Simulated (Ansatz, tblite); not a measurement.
Spin states of the cluster B₃H⁻, each relaxed with PBE-D4/def2-TZVPD in Ansatz. Electronic energies in the gas phase.

The xTB rows come from tblite. Correlated methods freeze 3 core orbitals. The structure comes from a short search, and lower isomers may exist.

Doublet geometry (Cs within 0.1 Å):

```xyz
4

B     1.161    0.008   -0.463
B     0.162    1.161   -0.520
B    -0.222   -0.289    0.202
H    -1.101   -0.879    0.781
```

Quartet geometry (C2v within 0.1 Å):

```csv
atom,x (Å),y (Å),z (Å)
B1,-1.310,0.186,0.133
B2,-0.470,-0.583,-1.094
B3,0.365,0.084,0.201
H4,1.415,0.314,0.760
```

⟨S²⟩: doublet 0.79 at PBE0-D4/def2-TZVPD (pure 0.75), quartet 3.76 at PBE0-D4/def2-TZVPD (pure 3.75).

Run but left out: HF/STO-3G, HF/def2-TZVPD, HF/def2-TZVPPD, MP2/def2-TZVPD, MP2/def2-TZVPPD (doublet: ⟨S²⟩ 1.12 to 1.31, where a pure state has 0.75).

Only these spin states were relaxed.

| level | quartet − doublet (kcal/mol) | lowest of these | remarks |
| --- | --- | --- | --- |
| GFN1-xTB | 55.7 | doublet | – |
| GFN2-xTB | 55.8 | doublet | – |
| PBE-D4/def2-TZVPD | 46.3 | doublet | HOMO above zero (doublet), HOMO above zero (quartet) |
| revPBE-D4/def2-TZVPD | 44.7 | doublet | HOMO above zero (doublet), HOMO above zero (quartet) |
| r2SCAN-D4/def2-TZVPD | 43.1 | doublet | HOMO above zero (doublet), HOMO above zero (quartet) |
| PBE0-D4/def2-TZVPD | 42.9 | doublet | HOMO above zero (quartet) |
| BHLYP-D4/def2-TZVPD | 40.4 | doublet | – |
| ωB97M-V/def2-TZVPD | 43.9 | doublet | – |
| B2PLYP/def2-TZVPD | 46.9 | doublet | spin-contaminated (⟨S²⟩ 0.83) (doublet) |
| RPA@PBE/def2-TZVPD | 45.6 | doublet | – |
| CCSD/def2-TZVPPD | 43.1 | doublet | large T1 (0.067) (doublet), spin-contaminated (⟨S²⟩ 1.12) (doublet) |
| CCSD(T)/def2-TZVPPD | 46.9 | doublet | large T1 (0.067) (doublet), spin-contaminated (⟨S²⟩ 1.12) (doublet) |

Change of the quartet − doublet gap on mixing in exact exchange, in kcal/mol: PBE to PBE0 (25 % exact exchange) -3.4.

The xTB methods have no term that favours high spin, so they put low spin too low.
